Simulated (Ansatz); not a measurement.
Species: BeH, charge 1, multiplicity 1. SMILES: [BeH+]
Structure (B3LYP-D3(BJ)/def2-TZVP (Ansatz, a first-principles code) minimum search):
```xyz
2

Be     0.0000     0.0000    -0.2644
H      0.0000     0.0000     1.0577
```
Charge +1, spin multiplicity 1.

Computed values are from Ansatz. Correlated levels leave the core frozen unless marked. UHF or UKS for open shells. No spin-orbit coupling. Non-relativistic. Basis-set limits of correlation are two-point, X^-3; Hartree-Fock from the larger set.

Q: What is the vertical ionisation energy (to the doublet) at CCSD(T)/CBS(def2-TZVPPD,def2-QZVPPD)?

A: 20.48 eV.

Q: What is the vertical electron affinity (to the doublet; negative means unbound) at CCSD(T)/CBS(def2-TZVPPD,def2-QZVPPD)?

A: 8.28 eV.

Q: What is the total energy at CCSD(T)/CBS(def2-TZVPPD,def2-QZVPPD)?

A: -14.8947 Eh.

Q: What is the T1 diagnostic at CCSD/def2-QZVPPD?

A: 0.011.
